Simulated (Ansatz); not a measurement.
A nudged elastic band was laid between two geometries of BFH$_{2}$O (5 atoms, charge 0, multiplicity 1).

These are results of RKS PBE/def2-SVP (Ansatz 0.2.0), not measurements.

```
movable images  : 7
climbing image  : yes
spring          : 5.0 eV/Å²
optimiser       : quadratic models (default)
start path      : through a guess of the saddle point
force threshold : 0.05 eV/Å
iteration limit : 60
end points      : relaxed
```

First end point:

```xyz
5
Properties=species:S:1:pos:R:3
B 0.263 -0.077 0.056
F 0.194 -0.158 1.395
H 1.314 0.195 -0.482
O -0.836 -0.299 -0.702
H -1.621 -0.509 -0.160
```

Last end point:

```xyz
5
Properties=species:S:1:pos:R:3
B 0.075 -0.079 -0.823
F 1.014 0.028 1.526
H 1.185 0.115 0.570
O -1.184 -0.369 -0.963
H -1.775 -0.542 -0.203
```

Q: Which bonds break or form, and what moves?

A: Bonds broken: B1–F2, B1–H3. Bonds formed: F2–H3. BFH2O becomes BHO + FH.

Q: What energy profile does the band end with?

A: The forces met the threshold. The highest image is number 5 of 0 to 8, 4.22 eV above the first end and 0.15 eV above the last; the last end lies 4.07 eV above the first. Neighbouring images differ by up to 1.5 eV, so the band resolves the path poorly. A vibrational analysis at the climbing image gives one clearly imaginary mode, 763i cm⁻¹: a first-order saddle point. The orbitals stay closed-shell, which can raise the energy where a bond breaks towards radicals; this wasn't checked here.

```json
{"image": "0", "path coordinate (Å)": "0.00", "energy (eV)": "0.00", "B1–F2 (Å)": "1.34", "B1–H3 (Å)": "1.21", "F2–H3 (Å)": "2.21"}
{"image": "1", "path coordinate (Å)": "0.26", "energy (eV)": "0.24", "B1–F2 (Å)": "1.35", "B1–H3 (Å)": "1.20", "F2–H3 (Å)": "2.03"}
{"image": "2", "path coordinate (Å)": "0.53", "energy (eV)": "1.11", "B1–F2 (Å)": "1.40", "B1–H3 (Å)": "1.19", "F2–H3 (Å)": "1.77"}
{"image": "3", "path coordinate (Å)": "0.79", "energy (eV)": "2.59", "B1–F2 (Å)": "1.57", "B1–H3 (Å)": "1.19", "F2–H3 (Å)": "1.55"}
{"image": "4", "path coordinate (Å)": "1.05", "energy (eV)": "3.84", "B1–F2 (Å)": "1.79", "B1–H3 (Å)": "1.26", "F2–H3 (Å)": "1.35"}
{"image": "5", "path coordinate (Å)": "1.31", "energy (eV)": "4.22", "B1–F2 (Å)": "2.00", "B1–H3 (Å)": "1.40", "F2–H3 (Å)": "1.14"}
{"image": "6", "path coordinate (Å)": "1.57", "energy (eV)": "4.12", "B1–F2 (Å)": "2.25", "B1–H3 (Å)": "1.63", "F2–H3 (Å)": "1.01"}
{"image": "7", "path coordinate (Å)": "1.83", "energy (eV)": "4.07", "B1–F2 (Å)": "2.45", "B1–H3 (Å)": "1.77", "F2–H3 (Å)": "0.98"}
{"image": "8", "path coordinate (Å)": "2.09", "energy (eV)": "4.07", "B1–F2 (Å)": "2.53", "B1–H3 (Å)": "1.79", "F2–H3 (Å)": "0.97"}
```

Q: What is the geometry of the highest image?

A: 
```xyz
5
Properties=species:S:1:pos:R:3:forces:R:3
B 0.164 0.047 -0.657 -0.03 -0.01 -0.01
F 0.632 -0.190 1.271 0.00 0.00 0.02
H 1.164 0.142 0.315 0.01 0.01 -0.01
O -1.091 -0.280 -0.819 0.03 0.01 0.00
H -1.554 -0.566 -0.003 -0.01 0.00 0.00
```

The run took 68 s on 1 thread of Arm Neoverse V1 (shared host), peak memory 0.094 GiB.
